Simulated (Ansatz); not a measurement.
# AlHO2: the cost of one run

Computed with Ansatz 0.2.0, driven from Python. Level of theory: PBE+D4/def2-SVP.

## Step 1: The structure

Bond lengths: O1–Al2 1.572 Å, Al2–O3 1.628 Å, O3–H4 0.949 Å. Angles: O1–Al2–O3 180.0°, Al2–O3–H4 179.6°.

No structure file is read: the coordinates are typed or built in the script.

## Step 2: The script

adiabatic_alho2.py

```python
# -*- coding: utf-8 -*-
"""How AlHO2 relaxes after losing an electron."""

from dataclasses import dataclass

import ansatz as az
import numpy as np


@dataclass(frozen=True)
class Settings:
    basis: str = "def2-SVP"
    functional: str = "pbe"
    dispersion: str = "d4"
    charge: int = 1


cfg = Settings()

GEOMETRY = """
O    -1.60583   -1.40374   -0.65120
Al   -0.47402   -0.41507   -0.19133
O     0.69875    0.60904    0.28510
H     1.38110    1.20977    0.55743
"""


def main():
    mol = az.Crystal.molecule()
    for line in GEOMETRY.strip().splitlines():
        symbol, *xyz = line.split()
        mol = mol.atom(symbol, [float(v) for v in xyz])

    job = (
        mol.calculation()
        .basis(gaussian=cfg.basis)
        .functional(cfg.functional, dispersion=cfg.dispersion)
    )
    symbols = [site.symbol for site in mol.cartesian_sites]
    start = np.array([site.position_ang for site in mol.cartesian_sites], dtype=float)
    rep = job.relax(force_tolerance=0.01, max_steps=100).run().report
    end = np.array(rep["positions_ang"])

    minimum = az.Crystal.molecule()
    for symbol, place in zip(symbols, end):
        minimum = minimum.atom(symbol, place.tolist())
    ion = (
        minimum.calculation()
        .basis(gaussian=cfg.basis)
        .functional(cfg.functional, dispersion=cfg.dispersion)
        .charge(cfg.charge)
        .spin("collinear", total=1)
    )
    vertical = ion.run().report
    settled = ion.relax(force_tolerance=0.01, max_steps=80).run().report
    print(f"vertical ionisation energy   {vertical['free_energy_ev'] - rep['free_energy_ev']:.3f} eV")
    print(f"adiabatic, no zero point     {settled['free_energy_ev'] - rep['free_energy_ev']:.3f} eV")
    print(f"relaxation energy of the ion {vertical['free_energy_ev'] - settled['free_energy_ev']:.3f} eV")
    ionised = np.array(settled["positions_ang"])
    print("final positions (A) and the move of each atom")
    for symbol, xyz, old in zip(symbols, ionised, end):
        print(f"{symbol:2s} {xyz[0]:10.5f} {xyz[1]:10.5f} {xyz[2]:10.5f}   {np.linalg.norm(xyz - old):7.4f}")


if __name__ == "__main__":
    main()
```

## Step 3: The input behind the calls

The package turns the script's settings into the engine's input (first run):

```yaml
crystal:
  periodic: [false, false, false]
  atoms:
    - { symbol: O, position_ang: [-1.60583, -1.40374, -0.6512] }
    - { symbol: Al, position_ang: [-0.47402, -0.41507, -0.19133] }
    - { symbol: O, position_ang: [0.69875, 0.60904, 0.2851] }
    - { symbol: H, position_ang: [1.3811, 1.20977, 0.55743] }
basis:
  gaussian:
    orbitals: def2-SVP
hamiltonian:
  xc: pbe
  dispersion: d4
relax:
  f_tol: 0.01
  max_steps: 100
```

## Step 4: Running it

Launch:

```sh
$ python adiabatic_alho2.py
```

What time and memory should one allow on 1 thread of Arm Neoverse V2, shared host?

About 81 s, with a peak of 0.2 GiB.
